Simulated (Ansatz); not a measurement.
C5H8O can be A, `CC1=C(O)CC1`, or B, `C=C(C)C(C)=O`.

Gas-phase electronic energies from Ansatz, PBE0-D4/def2-TZVP geometries. CBS: MP2 limit from def2 TZ/QZ plus the TZ coupled-cluster correction, frozen cores. DFT in def2-TZVPP. B3LYP here is the variant with VWN-RPA as its local correlation; programs differ in this. One conformer a species, not always the lowest.

Q: Which isomer does CCSD(T)/CBS put lower? Give the gap. (An estimate is asked.)

A: Computed: B, by 81.0 kJ/mol.

Q: Give E(B) − E(A) in kJ/mol with MP2/def2-TZVPP, B3LYP, CCSD/def2-TZVPP, HF/def2-TZVPP, ωB97M-V, r2SCAN-D4, PBE-D4. (An estimate is asked.)

A: Ansatz gave: MP2/def2-TZVPP -74.2, B3LYP -91.5, CCSD/def2-TZVPP -82.6, HF/def2-TZVPP -103.1, ωB97M-V -78.5, r2SCAN-D4 -83.5, PBE-D4 -70.4. None reverses the order clearly.

Largest T1 diagnostic: 0.013.

From PBE to PBE0 (25 % exact exchange), in def2-TZVPP and without D4, E(B) − E(A) moves by +7.1 kJ/mol. In def2-TZVPP, CCSD(T) changes the Hartree–Fock value by +19.1 kJ/mol (the triples alone add −1.4 kJ/mol) and MP2 by +28.8 kJ/mol.
